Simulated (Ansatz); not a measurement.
A nudged elastic band was laid between two geometries of C2H4OS (8 atoms, charge 0, multiplicity 1).

Computed with RKS PBE0-D4/def2-SVP (Ansatz).

| Property | Result |
| --- | --- |
| movable images | 8 |
| climbing image | no |
| spring | 5.0 eV/Å² |
| optimiser | quadratic models (default) |
| start path | through a guess of the saddle point |
| force threshold | 0.05 eV/Å |
| iteration limit | 60 |
| end points | relaxed |

Initial state:

```xyz
8
Properties=species:S:1:pos:R:3
C 0.130 0.734 -0.451
C -0.332 -0.439 0.354
O 0.494 -0.879 1.366
S 0.383 -2.055 0.079
H -0.047 1.661 0.118
H -0.426 0.803 -1.397
H 1.204 0.645 -0.665
H -1.406 -0.471 0.598
```

Final state:

```xyz
8
Properties=species:S:1:pos:R:3
C 0.147 0.731 -0.450
C -0.320 -0.540 0.184
O -0.245 -0.628 1.557
S 0.870 -1.732 0.788
H 1.066 1.082 0.038
H -0.634 1.502 -0.342
H 0.336 0.587 -1.524
H -1.219 -1.002 -0.252
```

(1) What changes between the two ends?

(2) Give the energies along the band, and the barrier.

(3) What is the geometry of the highest image?

The band took 5 iterations and roughly 2.2 core-minutes.

## Answers

(1) No bond is made or broken. The dihedral H7–C1–C2–S4 goes from -35 to 86°. The two ends are copies of one structure, up to a mirror image or an exchange of like atoms.

(2) The run converged. The highest image is number 5 of 0 to 9, 12.6 kJ/mol above the ends, which have the same energy within 2 meV. No image climbed, so the highest image needn't sit at the top of the path.

| image | path coordinate (Å) | energy (kJ/mol) | dihedral H7–C1–C2–S4 (°) |
| --- | --- | --- | --- |
| 0 | 0.00 | 0.0 | -35 |
| 1 | 0.32 | 1.4 | -22 |
| 2 | 0.63 | 5.1 | -8 |
| 3 | 0.95 | 9.4 | 5 |
| 4 | 1.26 | 12.4 | 18 |
| 5 | 1.58 | 12.6 | 32 |
| 6 | 1.90 | 9.8 | 45 |
| 7 | 2.21 | 5.4 | 59 |
| 8 | 2.53 | 1.5 | 73 |
| 9 | 2.85 | 0.0 | 86 |

(3) 
```xyz
8
Properties=species:S:1:pos:R:3
C 0.132 0.733 -0.467
C -0.344 -0.503 0.255
O 0.081 -0.688 1.556
S 0.749 -1.901 0.492
H 0.603 1.407 0.263
H -0.709 1.256 -0.942
H 0.876 0.498 -1.240
H -1.389 -0.801 0.083
```

The run took 2.2 min on 1 thread of Arm Neoverse V1, on a shared host, peak memory 0.25 GiB.
